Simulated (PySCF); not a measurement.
A geometry optimisation, step by step.

Compound: PS4 (charge -3).
Bonds: S1–P2 (double), P2–S3, P2–S4, P2–S5.
Bond orders are those of one Lewis drawing.
The ion is multiply charged and has no counter-ions or solvent; whether it holds all its electrons wasn't checked.

Computed by this run: PBE0-D3(BJ)/def2-SVP geometry optimisation, gas phase in PySCF; density fitting, grid level 1; the optimiser is geomeTRIC in internal coordinates, started from a GFN2-xTB structure with every atom displaced at random (about 0.01 Å). The frame can shift and turn from step to step; on so coarse a grid that alone can change the energy by a few meV, and forces under 0.02 eV/Å are noise.

Step 0: E = -52589.2933 eV, largest atomic force 0.852 eV/Å
```
atom  x, y, z in Å  |  force x, y, z in eV/Å
S1      0.080   -0.341    2.029   -0.039  -0.074   0.733
P2     -0.004   -0.004   -0.006    0.420  -0.140  -0.071
S3     -0.215    2.008   -0.387   -0.082   0.809  -0.097
S4      1.773   -0.685   -0.856    0.352  -0.157  -0.233
S5     -1.600   -1.012   -0.818   -0.651  -0.438  -0.332
```

Step 1: E = -52589.3495 eV, largest atomic force 0.033 eV/Å
```
atom  x, y, z in Å  |  force x, y, z in eV/Å
S1      0.094   -0.287    2.138   -0.011   0.000   0.016
P2      0.031    0.060    0.066   -0.019   0.005  -0.008
S3     -0.190    2.120   -0.294    0.002   0.000   0.008
S4      1.816   -0.619   -0.808    0.025  -0.013  -0.017
S5     -1.598   -0.971   -0.774    0.003   0.008   0.000
```

Step 2: E = -52589.3495 eV, largest atomic force 0.022 eV/Å
```
atom  x, y, z in Å  |  force x, y, z in eV/Å
S1      0.090   -0.289    2.138   -0.002  -0.005   0.007
P2      0.031    0.060    0.066   -0.021   0.007  -0.004
S3     -0.187    2.121   -0.291    0.007   0.000   0.004
S4      1.817   -0.622   -0.809    0.010  -0.007  -0.004
S5     -1.598   -0.967   -0.776    0.005   0.005  -0.003
```

Question: Summarise the path.

Answer: The energy falls by 0.0563 eV from step 0 to step 2; nine tenths of that is first reached at step 1. It falls at every step. The largest force goes from 0.852 to 0.022 eV/Å. Among the bonds P2–S5 changes most, from 2.056 to 2.102 Å; the atoms move by 0.036 Å rms after alignment.

Question: Follow the three bonds and two angles with the largest change from start to end.

Answer: 
```csv
step,E above end (eV),largest force (eV/Å),P2–S5 (Å),P2–S3 (Å),S1=P2 (Å),S1–P2–S4 (°),S1–P2–S3 (°)
0,0.0563,0.852,2.056,2.058,2.064,108.3,110.3
1,0.0001,0.033,2.103,2.102,2.102,109.3,109.5
2,0.0000,0.022,2.102,2.102,2.102,109.4,109.4
```

The cost below is that of the whole optimisation. Time: 9.1 s of wall time; peak memory 0.43 GiB. Hardware: one thread, Arm Neoverse V1 (aarch64), no GPU, shared host.
